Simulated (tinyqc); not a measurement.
Inside a calculation. Method: geometry optimisation on the RHF/sto-6g surface (energies and gradients from PySCF), for H2O, spin multiplicity 1. One step of it, computed by the program tinyqc.

Problem. Step 2: move. Quasi-Newton step p = -H^(-1) g (the inverse Hessian comes from BFGS updates; coordinates in the order x, y, z of each atom); steps longer than 0.5 bohr are cut back.

positions after step 1 (bohr):
```
            x          y         z
1O  -0.034558  -0.097931  0.260105
2H   0.057538   1.380968  1.161717
3H   0.043160  -1.266029  1.015925
```

gradient (hartree/bohr):
```
              x            y            z
1O   0.04473995  -0.49474267   0.43547522
2H  -0.00546075  -0.04480303  -0.05337118
3H  -0.03927920   0.53954570  -0.38210404
```

inverse Hessian in use (bohr^2/hartree):
```
           1          2          3          4          5          6          7          8
1   6.654690   0.182195  -0.116472  -0.000044   0.003786  -0.000417   0.012020  -0.185981
2   0.182195   5.210474   1.774556  -0.039138  -0.274599  -0.382422  -0.143057   1.730792
3  -0.116472   1.774556   5.534006  -0.000507   0.036361  -0.004867   0.116978  -1.810917
4  -0.000044  -0.039138  -0.000507   6.667871   0.006580   0.011761  -0.001161   0.032558
5   0.003786  -0.274599   0.036361   0.006580   6.701271   0.064268  -0.010365   0.239994
6  -0.000417  -0.382422  -0.004867   0.011761   0.064268   6.781550  -0.011344   0.318153
7   0.012020  -0.143057   0.116978  -0.001161  -0.010365  -0.011344   6.655807   0.153423
8  -0.185981   1.730792  -1.810917   0.032558   0.239994   0.318153   0.153423   4.695881
9   0.116889  -1.392134   1.137528  -0.011255  -0.100630  -0.110016  -0.105634   1.492764

           9
1   0.116889
2  -1.392134
3   1.137528
4  -0.011255
5  -0.100630
6  -0.110016
7  -0.105634
8   1.492764
9   5.639155
```

Give: positions after step 2.

Solution.

positions after step 2 (bohr):
```
         x       y      z
1O  -0.046   0.195  0.151
2H   0.054   1.364  1.125
3H   0.058  -1.542  1.161
```
